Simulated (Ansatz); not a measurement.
# BNH₅+ (SMILES B[NH3+]): functionals against CCSD(T) at one geometry

The atoms stand at a structure displaced at random from a GFN2-xTB minimum. How far do the functionals agree with CCSD(T) there?

Method: single points in def2-TZVPP; program: Ansatz 0.2.0, Gaussian basis.

Cores are frozen in the correlated methods.

### Step 1. The starting structure

SMILES `B[NH3+]`, 7 atoms, charge 1, spin multiplicity 1.

Atoms are counted from 1 here; the program's logs count them from 0.

Bond lengths: B1–N2 1.485 Å, B1–H3 1.195 Å, B1–H4 1.168 Å, N2–H5 1.059 Å, N2–H6 0.977 Å, N2–H7 1.055 Å. Angles: N2–B1–H3 117.1°, N2–B1–H4 120.1°, H3–B1–H4 122.8°, B1–N2–H5 108.8°, B1–N2–H6 107.0°, B1–N2–H7 115.4°, H5–N2–H6 104.2°, H5–N2–H7 106.5°, H6–N2–H7 114.3°.

Geometry (Å):

```csv
atom,x (Å),y (Å),z (Å)
B1,-0.15980,-0.81530,0.13840
N2,0.11470,0.62540,-0.09390
H3,0.72290,-1.46760,0.61100
H4,-1.19590,-1.26830,-0.15280
H5,-0.05270,0.84490,-1.11620
H6,-0.58020,1.12750,0.37560
H7,1.09900,0.93920,0.12220
```

### Step 2. CCSD(T)/def2-TZVPP

The input, run/in.yaml:

```yaml
crystal:
  periodic: [false, false, false]
  atoms:
    - {symbol: B, position_ang: [-0.159800, -0.815300, 0.138400]}
    - {symbol: N, position_ang: [0.114700, 0.625400, -0.093900]}
    - {symbol: H, position_ang: [0.722900, -1.467600, 0.611000]}
    - {symbol: H, position_ang: [-1.195900, -1.268300, -0.152800]}
    - {symbol: H, position_ang: [-0.052700, 0.844900, -1.116200]}
    - {symbol: H, position_ang: [-0.580200, 1.127500, 0.375600]}
    - {symbol: H, position_ang: [1.099000, 0.939200, 0.122200]}
basis:
  gaussian: {orbitals: def2-TZVPP}
total_charge: 1
correlation: {method: ccsd_t}
output: {forces: true}
```

The command line of these runs was not kept.

### Step 3. PBE0-D4/def2-TZVPP

Edit run/in.yaml of step 2 so:

```diff
@@ -13,3 +13,3 @@
 total_charge: 1
-correlation: {method: ccsd_t}
-output: {forces: true}
+hamiltonian: {xc: pbe0, dispersion: d4}
+output: {forces: true, orbitals: {seedname: orbitals}}
```

### Step 4. wB97M-V/def2-TZVPP

Edit run/in.yaml of step 3 so:

```diff
@@ -13,3 +13,3 @@
 total_charge: 1
-hamiltonian: {xc: pbe0, dispersion: d4}
-output: {forces: true, orbitals: {seedname: orbitals}}
+hamiltonian: {xc: {name: wB97M-V}}
+output: {forces: true}
```

### Step 5. r2SCAN-D4/def2-TZVPP

Edit run/in.yaml of step 4 so:

```diff
@@ -13,3 +13,3 @@
 total_charge: 1
-hamiltonian: {xc: {name: wB97M-V}}
+hamiltonian: {xc: r2scan, dispersion: d4}
 output: {forces: true}
```

### Step 6. PBE-D4/def2-TZVPP

Edit run/in.yaml of step 5 so:

```diff
@@ -13,3 +13,3 @@
 total_charge: 1
-hamiltonian: {xc: r2scan, dispersion: d4}
+hamiltonian: {xc: pbe, dispersion: d4}
 output: {forces: true}
```

### Step 7. HSE06-D4/def2-TZVPP

Edit run/in.yaml of step 6 so:

```diff
@@ -13,3 +13,3 @@
 total_charge: 1
-hamiltonian: {xc: pbe, dispersion: d4}
+hamiltonian: {xc: hse06, dispersion: d4}
 output: {forces: true}
```

### Step 8. BLYP-D4/def2-TZVPP

Edit run/in.yaml of step 7 so:

```diff
@@ -13,3 +13,3 @@
 total_charge: 1
-hamiltonian: {xc: hse06, dispersion: d4}
+hamiltonian: {xc: {name: BLYP}, dispersion: d4}
 output: {forces: true}
```

(Steps that only read results are left out.)

What does the calculation give? Wanted: energy less free atoms, CCSD(T)/def2-TZVPP; RMS force component; RMS force error; HOMO and LUMO, PBE0-D4; T1 diagnostic.

**Answer**, as computed:

```
                                  quantity                                                                                            value
energy less free atoms, CCSD(T)/def2-TZVPP                                                                                   -1500.7 kJ/mol
                       RMS force component                                                             1.115 to 1.167 eV/Å over the methods
                           RMS force error  PBE0-D4 0.121, wB97M-V 0.065, r2SCAN-D4 0.100, PBE-D4 0.212, HSE06-D4 0.122, BLYP-D4 0.173 eV/Å
                    HOMO and LUMO, PBE0-D4                                                                              -15.91 and -7.74 eV
                             T1 diagnostic                                                                                            0.006
```

What this shows: Against CCSD(T) the functionals' energies less atoms differ by -73.0 to -49.0 kJ/mol, PBE-D4 by -72.4 kJ/mol. CCSD(T) in triple zeta still lacks some correlation energy of the bonds, so part of these gaps is its own basis error and they don't rank the functionals. For forces wB97M-V does best and PBE-D4 worst. Frozen-core CCSD(T) forces in triple zeta carry basis errors of their own, and this is one geometry, so small gaps rank nothing.
